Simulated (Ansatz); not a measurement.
Basis-set extrapolation for `[SiH3]C=S` (PBE0-D4/def2-TZVP geometry, frozen core, Ansatz). Multiplicity 1, RHF reference.

```
                      def2-TZVPP   def2-QZVPP
                 HF  -726.659706  -726.681867
    MP2 correlation    -0.457048    -0.491367
CCSD(T) correlation    -0.523996      not run
```

Energies in hartree. Use E(X) = E(∞) + A·exp(−7.88·√X) for Hartree–Fock and E(X) = E(∞) + B·X^(−2.97) for correlation, with X = 3 and 4, and add CCSD(T) minus MP2 of the smaller set to the MP2 limit.

Task: What is the CCSD(T) energy at the basis-set limit?

Result: HF limit: -726.681867 + (-0.022161) × 0.13774 = -726.68492. MP2 limit: -0.491367 + (-0.034319) × 0.74074 = -0.51679. Higher-order term: -0.523996 − (-0.457048) = -0.06695. Total: -727.26866 hartree, 223.1 kJ/mol below CCSD(T)/def2-TZVPP.
